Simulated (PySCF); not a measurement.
A PySCF script (with the pyscf-properties extension) for the NMR shieldings of SMILES FCC1=NC1, C3H4FN, on a GFN2-xTB, dihedral held geometry:

```python
import basis_set_exchange as bse
import numpy as np
from pyscf import gto, dft
from pyscf.prop import nmr

atoms = """
F     1.523916    0.505606    1.239846
C     1.290673   -0.205251    0.089931
C    -0.117484   -0.159888   -0.294902
N    -0.938306   -0.334794   -1.228194
C    -1.503323   -0.057144    0.132813
H     1.585372   -1.246141    0.282554
H     1.928764    0.221491   -0.693893
H    -1.975782   -0.881462    0.650373
H    -1.941737    0.917033    0.299898
"""
names = dict.fromkeys(["F", "C", "N", "H"], "pcSseg-1")
basis = {el: gto.basis.parse(bse.get_basis(n, elements=[el], fmt="nwchem")) for el, n in names.items()}
mol = gto.M(atom=atoms, basis=basis, charge=0, verbose=0)
mf = dft.RKS(mol, xc="PBE0")
mf.grids.level = 2
mf.grids.alignment = dft.numint.BLKSIZE   # the property module wants whole blocks of grid points
mf.conv_tol = 1e-9
mf.kernel()

calc = nmr.RKS(mf)   # GIAO
C = mf.mo_coeff
Co = C[:, mf.mo_occ > 0]
resp = mf.gen_response(singlet=True, hermi=2)
def vind(x):   # induced exchange potential for any number of trial vectors
    d = np.einsum("pi,xij,qj->xpq", C, 2 * x.reshape(-1, C.shape[1], Co.shape[1]), Co, optimize=True)
    return np.einsum("xpq,pi,qj->xij", resp(d - d.transpose(0, 2, 1)), C, Co, optimize=True).ravel()
mo1, _ = nmr.rhf.solve_mo1(calc, with_cphf=vind)
sigma = calc.kernel(mo1)
for i, s in enumerate(sigma):   # ppm
    print("%2d %-2s %9.2f" % (i, mol.atom_pure_symbol(i), np.trace(s) / 3))
```

Q: What are the results?

A: 
```
 0 F     435.94
 1 C     105.25
 2 C       7.25
 3 N     -53.61
 4 C     165.63
 5 H      25.74
 6 H      25.47
 7 H      30.43
 8 H      30.10
```

These numbers come from an equivalent density-fitted implementation of the same equations, which agrees with the script to about 0.01 ppm for H and up to a few tenths of a ppm for heavy atoms, so last digits may differ.

The geometry is no minimum: GFN2-xTB, dihedral held.

Size and cost of the density-fitted run: 105 basis functions, 8.7 s wall time on 1 thread of an x86-64 server CPU, shared host.
